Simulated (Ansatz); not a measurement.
P₃, relaxed as a doublet with UKS PBE0-D4/def2-TZVP in Ansatz, starting from the GFN2-xTB geometry. Force threshold 0.02 eV/Å.

The structure comes from a short search, and lower isomers may exist.

Start:

```xyz
3

P     0.547    0.695   -0.841
P    -0.879   -0.781   -0.332
P     0.331    0.085    1.173
```

Q: Estimate the energy that the relaxation releases and the steps that it takes.

A: 0.14 eV, in 5 steps; 12 s on 4 threads of Intel Xeon on a shared host. The force fell under the threshold at step 4, but the optimiser went on. No frequencies were taken in this run, so the end may be a saddle point.

Q: Does the start keep its bonding and symmetry?

A: By distances, no bond broke or formed. The bond that changes most is P2–P3, from 2.12 to 2.23 Å (atoms count from 1). Point group D3h at the start, C2v at the end, both within 0.05 Å.

Q: Predict the relaxed structure.

A: 
```tsv
atom	x (Å)	y (Å)	z (Å)
P1	0.5209	0.6615	-0.8001
P2	-0.8978	-0.7870	-0.3929
P3	0.3769	0.1255	1.1931
```
Bond lengths: 3 × P–P 2.07 to 2.23 Å.
